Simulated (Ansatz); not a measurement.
## What a trial cell of Pd₂C₃ relaxes into

Computed with DFT PBE, scalar-relativistic, plane waves, PAW in Ansatz. Cutoff 420 eV, Γ-centred k mesh, Gaussian smearing, no spin polarisation in the final step.

This is the end of a relaxation of cell and atoms.

```xyz
5
Lattice="2.6770 0.0000 0.0000 -1.3385 2.3183 0.0000 0.0000 0.0000 8.4420" Properties=species:S:1:pos:R:3 pbc="T T T"
Pd    0.0000    1.5456    1.4735
Pd    1.3385    0.7728    6.9686
C     0.0000    0.0000    0.0000
C     0.0000    1.5456    4.1999
C     1.3385    0.7728    4.2421
```

Formation energies are uncorrected and refer to the elements' standard structures at the same level.

**Question.** What space group does it have?

**Answer.** P-3m1 (No. 164). Conventional cell: a = 2.677 Å, c = 8.442 Å. Pd is coordinated by 3 C at 2.14 Å; C on Wyckoff site a (1 atom of the primitive cell) is coordinated by 6 Pd at 2.14 Å and 6 C at 2.68 Å; around C on Wyckoff site d (2 atoms of the primitive cell) lie 3 C at 1.55 Å.

**Question.** How far does it lie from the elements in energy?

**Answer.** 0.90 eV/atom.

**Question.** Is it a metal?

**Answer.** Yes, bands cross the Fermi level on the 18×18×6 mesh.

The final run used a 18×18×6 mesh on its 5-atom cell and 0.10 eV smearing. For metals, differences of a few meV/atom aren't resolved. The cell came from a trial start, so Pd₂C₃ may not exist in this structure.

Cost: 3 runs of about 3 core-minutes in all, on Intel Xeon Platinum 8375C (Ice Lake) (shared hosts).